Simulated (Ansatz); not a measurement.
The first iterations of a band of AlH3NO (6 atoms, charge 0, multiplicity 2).

Theory: Ansatz 0.2.0, UKS B3LYP-D4/def2-TZVP.

- movable images: 9
- climbing image: yes
- spring: 5.0 eV/Å²
- optimiser: quadratic models (default)
- start path: through a guess of the saddle point
- force threshold: 0.05 eV/Å
- iteration limit: 60
- end points: relaxed

Image 0:

```xyz
6
Properties=species:S:1:pos:R:3
N -0.920 0.239 -0.772
Al 0.640 0.570 0.006
O 1.172 -0.596 1.138
H -1.484 -0.577 -0.583
H -1.362 0.829 -1.458
H 1.995 -0.529 1.624
```

Image 10:

```xyz
6
Properties=species:S:1:pos:R:3
N -0.992 0.083 -0.714
Al 0.041 -0.714 0.489
O 1.493 0.103 0.878
H -1.875 -0.266 -1.047
H -0.760 0.960 -1.158
H 2.135 -0.229 1.506
```

| iteration | highest image above the first end (eV) | largest band force component (eV/Å) |
| --- | --- | --- |
| 1 | 3.245 | 14.753 |
| 2 | 0.761 | 3.672 |
| 3 | 0.403 | 1.552 |
| 4 | 0.300 | 0.487 |
| 5 | 0.263 | 0.608 |
| 6 | 0.259 | 3.183 |

Question: Does the band converge within its limit, and where does its top end?

Answer: The run converged. It ended after 19 iterations with the highest image 0.241 eV above the first end. A vibrational analysis at the climbing image gives one clearly imaginary mode, 308i cm⁻¹: a first-order saddle point.

Run time: 2.3 min on 2 threads of AMD EPYC 9R45 96-Core Processor (Zen 5), with other jobs on the host, peak memory 0.29 GiB.
